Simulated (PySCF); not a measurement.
Compound: 1,2-difluoroethane, C2H4F2.
SMILES with atom numbers: `[F:1][CH2:2][CH2:3][F:4]` (hydrogens: H5, H6 on C2; H7, H8 on C3)

Method: PBE0-D3(BJ)/def2-TZVP geometry optimisation, gas phase (PySCF 2.14.0); density fitting, grid level 2; the optimiser is geomeTRIC in internal coordinates, started from a GFN2-xTB structure with every atom displaced at random (about 0.01 Å).

Step 0: E = -7568.1262 eV
```
atom  x, y, z in Å  |  force x, y, z in eV/Å
F1      1.1955    1.1605    0.5674   -0.026   0.707   0.331
C2      0.7498    0.0575   -0.1007   -0.350  -0.486   0.079
C3     -0.7553   -0.1678    0.0995    1.825   0.166   0.534
F4     -1.4341    0.5357   -0.8190   -0.950   0.768  -0.913
H5      1.3290   -0.7818    0.2958   -0.124  -0.201  -0.139
H6      0.9766    0.2137   -1.1616   -0.141  -0.237   0.015
H7     -1.0377    0.1798    1.0979   -0.025  -0.167   0.054
H8     -0.9687   -1.2168   -0.0317   -0.208  -0.549   0.037
```

**Question.** Estimate the geometry and energy of step 1. (The exact step hangs on the optimiser's Hessian estimate; all steps are aligned on step 0, rigid shifts and turns removed.)

**Answer.** E = -7568.2022 eV, largest force 0.574 eV/Å
```
atom  x, y, z in Å  |  force x, y, z in eV/Å
F1      1.1809    1.2403    0.4898   -0.126  -0.020  -0.011
C2      0.7547    0.0655   -0.0930   -0.163   0.112  -0.250
C3     -0.7200   -0.1544    0.0811   -0.228   0.023  -0.056
F4     -1.5093    0.6275   -0.7549    0.491  -0.180   0.236
H5      1.2792   -0.7624    0.3892    0.073  -0.064   0.032
H6      1.0185    0.0998   -1.1533    0.024  -0.029  -0.024
H7     -0.9933    0.0716    1.1113   -0.116   0.056   0.128
H8     -0.9555   -1.2070   -0.1226    0.045   0.102  -0.056
```

The energy changes by -0.0760 eV. The first-order estimate −F·Δx gives -0.1832 eV and the mean of the old and new forces, exact on a quadratic surface, -0.0684 eV. The step makes an angle of 76° with the force vector and moves no atom by more than 0.135 Å.

The cost below is that of the whole optimisation. The run took 59 s of wall time on Intel Xeon Platinum 8259CL at 2.50 GHz, one thread, shared host with 96 logical CPUs at a one-minute load of 27, and the process peaked at 0.60 GiB of memory.
